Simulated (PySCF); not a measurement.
Dipole moment and polarisability of `c1cncpc1`

Compound: C₄H₄NP.
Cartesian coordinates in Å at the GFN2-xTB level; atoms count from 1:
```
atom  x, y, z in Å
C1    -1.1392    0.1491   -0.0723
C2    -0.2514    1.1537    0.2923
N3     1.0590    1.0191    0.3812
C4     1.6558   -0.1174    0.1244
P5     0.9434   -1.6385   -0.3625
C6    -0.7183   -1.1272   -0.3827
H7    -2.1946    0.3823   -0.1112
H8    -0.6222    2.1428    0.5313
H9     2.7367   -0.0912    0.2350
H10   -1.4603   -1.8680   -0.6581
```

Level: wB97X-D/def2-SVPD (PySCF), static field, nuclei fixed, core orbitals frozen in the response. The polarisability tensor in these axes (au):

```
x   85.56 -6.73  1.82
y   -6.73 87.81 10.46
z    1.82 10.46 50.56
```

Q: Diagonalise the tensor; give its mean and Δα, where Δα² is half the sum of the squared differences of the eigenvalues.

A: Principal values 47.50, 81.75 and 94.68 au; mean 74.64 au = 11.06 Å³ = 12.31 × 10⁻⁴⁰ C²·m²/J; Δα = 42.22 au (57 % of the mean).

Q: What is the dipole moment, and where does it point?

A: (-1.89, -0.26, -0.26) D, 1.93 D in size, pointing from the negative to the positive side. Measured along this direction, the outermost atoms are H9 at the negative end and H7 at the positive end.

Q: What depolarisation ratio follows for Rayleigh scattering of linearly polarised light, taking the static tensor?

A: ρ = 3Δα²/(45ᾱ² + 4Δα²) = 5348.7/(250711 + 7131.6) = 0.0207.

Q: What would n − 1 = 2πNα be for an ideal gas of these molecules at 400 K and 1 atm, electronic part alone?

A: N = p/kT = 1.8347 × 10¹⁹ cm⁻³, so n − 1 = 2π × N × 11.06 × 10⁻²⁴ cm³ = 1275 × 10⁻⁶ at long wavelengths.

Q: Molar refractivity from α?

A: Lorentz–Lorenz: R = (4π/3)N_A α = 2.5225 cm³/(mol·Å³) × 11.06 Å³ = 27.9 cm³/mol, in the limit of long wavelengths.

Isolated species at its GFN2-xTB geometry, gas phase.
